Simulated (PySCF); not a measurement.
**[NO2]+ (SMILES O=[N+]=O): levels of theory compared**

We compute a comparison of 6 runs (B2PLYP/def2-TZVPPD, BHLYP/def2-TZVPPD, M06-2X/def2-TZVPPD, TPSS/def2-TZVPPD, SCS-MP2/def2-TZVPPD, CCSD(T)/def2-TZVPPD) of [NO2]+. 

Program for the calculation: PySCF 2.14.0.

2 further runs of the same task are left out: 2 set aside as unsound or not needed.

### Step 1. The structure to begin with

[NO2]+: 3 atoms, total charge +1, spin state singlet. SMILES: `O=[N+]=O`. The O1–N2 distance was set to 1.665 Å, away from the relaxed value.

Bond lengths: N2–O3 1.110 Å. A long bond or contact: O1–N2 1.665 Å.

### Step 2. A single-point energy at B2PLYP/def2-TZVPPD (run 1)

File calc.py:

```python
from pyscf import gto, dft, mp

mol = gto.M(
    atom='''
O     -1.624189     2.627787    -0.594086
N     -0.000019    -0.000019     0.000000
O      1.082794    -1.751795     0.396049
''',
    max_memory=1860,
    verbose=3,
    unit='bohr',
    basis='def2-tzvppd',
    spin=0,
    charge=1,
)

mf = dft.RKS(mol, xc='0.53*HF + 0.47*B88, 0.73*LYP')
mf.grids.level = 5
mf.conv_tol = 1e-10
mf.kernel()
if not mf.converged:
    mf = mf.newton().run(mf.mo_coeff, mf.mo_occ)

pt = mp.MP2(mf, frozen=3).run()
energy = mf.e_tot + 0.27 * pt.e_corr
print('PT2 part  %.8f' % (0.27 * pt.e_corr))
print(f'total energy: {energy:.8f} hartree')
```

Command:

```
$ OMP_NUM_THREADS=1 python calc.py
```

Log:

```text
converged SCF energy = -204.298163208996
E(RMP2) = -205.138731732539  E_corr = -0.840568523543857
E(SCS-RMP2) = -205.113932346349  E_corr = -0.815769137353166
PT2 part  -0.22695350
total energy: -204.52511671 hartree
```

Run time: 15 s. Hardware: 1 thread of Arm Neoverse V1, shared host; peak memory 0.61 GiB.

### Step 3. The energy at BHLYP/def2-TZVPPD (run 2)

File geometry.xyz:

```xyz
3

O     -0.859484     1.390565    -0.314377
N     -0.000010    -0.000010     0.000000
O      0.572990    -0.927010     0.209580
```

File job.py:

```python
from pyscf import gto, dft

mol = gto.M(
    atom='geometry.xyz',
    max_memory=1860,
    verbose=3,
    charge=1,
    basis='def2-tzvppd',
)

mf = dft.RKS(mol, xc='bhandhlyp')
mf.conv_tol = 1e-10
mf.grids.level = 5
mf.kernel()
if not mf.converged:
    mf = mf.newton().run(mf.mo_coeff, mf.mo_occ)

etot = mf.e_tot
print('E = %.10f Eh' % etot)
```

Command:

```
$ OMP_NUM_THREADS=1 python job.py
```

Log:

```text
converged SCF energy = -204.517593245655
E = -204.5175932457 Eh
```

It took 14 s on 1 thread of Arm Neoverse V1, shared host; peak memory 0.61 GiB.

Runs 3 to 4 aren't shown in full; the table further down has their settings and results.

### Step 4. The energy at SCS-MP2/def2-TZVPPD (run 5)

File job.py:

```python
from pyscf import gto, scf, mp

molecule = gto.M(
    atom=[
    ('O', (-0.859484, 1.390565, -0.314377)),
    ('N', (-0.000010, -0.000010, -0.000000)),
    ('O', (0.572990, -0.927010, 0.209580)),
],
    basis='def2-tzvppd',
    verbose=3,
    spin=0,
    max_memory=1860,
    charge=1,
)

hf = scf.RHF(molecule)
hf.conv_tol = 1e-10
hf.kernel()
if not hf.converged:
    hf = hf.newton().run(hf.mo_coeff, hf.mo_occ)

pt = mp.MP2(hf, frozen=3).run()
energy = hf.e_tot + 1.2 * pt.e_corr_os + pt.e_corr_ss / 3
print(f'total energy: {energy:.8f} hartree')
```

Command:

```
$ OMP_NUM_THREADS=1 python job.py
```

Log:

```text
converged SCF energy = -203.630329280144
E(RMP2) = -204.259641220258  E_corr = -0.629311940114419
E(SCS-RMP2) = -204.246966020015  E_corr = -0.616636739871368
total energy: -204.24696602 hartree
```

It took 4.2 s on 1 thread of Arm Neoverse V1, shared host; peak memory 0.34 GiB.

### Step 5. The energy at CCSD(T)/def2-TZVPPD (run 6)

File run.py:

```python
from pyscf import gto, scf, cc

mol = gto.M(
    atom=[
    ('O', (-0.859484, 1.390565, -0.314377)),
    ('N', (-0.000010, -0.000010, -0.000000)),
    ('O', (0.572990, -0.927010, 0.209580)),
],
    charge=1,
    verbose=3,
    max_memory=1860,
    basis='def2-tzvppd',
)

calc0 = scf.RHF(mol)
calc0.conv_tol = 1e-10
calc0.kernel()
if not calc0.converged:
    calc0 = calc0.newton().run(calc0.mo_coeff, calc0.mo_occ)

mycc = cc.CCSD(calc0, frozen=3)
mycc.kernel()
e_t = mycc.ccsd_t()
etot = mycc.e_tot + e_t
print('Final energy', etot)
```

Command:

```
$ OMP_NUM_THREADS=1 python run.py
```

Log:

```text
converged SCF energy = -203.630329280144
E(CCSD) = -204.2713371238093  E_corr = -0.6410078436655195
CCSD(T) correction = -0.0420043219852337
Final energy -204.31334144579458
```

Wall time 77 s (1 thread of Arm Neoverse V1, shared host); peak memory 1.7 GiB.

### Step 6. The series

```tsv
run	level	frozen core orbitals	integration grid	energy (Eh)	HOMO energy (eV)	LUMO energy (eV)	HOMO–LUMO gap (eV)	wall time
1	B2PLYP/def2-TZVPPD	3	5	-204.525117	-20.02	-11.43	8.59	15 s
2	BHLYP/def2-TZVPPD	–	5	-204.517593	-20.08	-11.84	8.24	14 s
3	M06-2X/def2-TZVPPD	–	5	-204.549208	-20.01	-11.76	8.25	34 s
4	TPSS/def2-TZVPPD	–	5	-204.701254	-17.15	-14.82	2.33	33 s
5	SCS-MP2/def2-TZVPPD	3	–	-204.246966	-22.75	-8.34	14.41	4.2 s
6	CCSD(T)/def2-TZVPPD	3	–	-204.313341	-22.75	-8.34	14.41	77 s
```

### Step 7. Outcome

```
                                          quantity          value
                               run 6: total energy  -204.31334 Eh
        run 6: HOMO energy (Hartree–Fock orbitals)      -22.75 eV
        run 6: LUMO energy (Hartree–Fock orbitals)       -8.34 eV
      run 6: HOMO–LUMO gap (Hartree–Fock orbitals)       14.41 eV
run 6: correlation energy (3 core orbitals frozen)     -683.0 mEh
                             run 6: (T) correction     -42.00 mEh
                              run 6: T1 diagnostic          0.050
```

Over runs 1, 2, 3, 4 the HOMO–LUMO gap runs from 2.33 eV (TPSS/def2-TZVPPD) to 8.59 eV (B2PLYP/def2-TZVPPD). A double hybrid's value is that of its SCF part. Totals of different functionals can't be ranked against each other. In run 6 the T1 diagnostic is large, so a single reference may not serve. All runs together took 3 min, the longest 77 s.
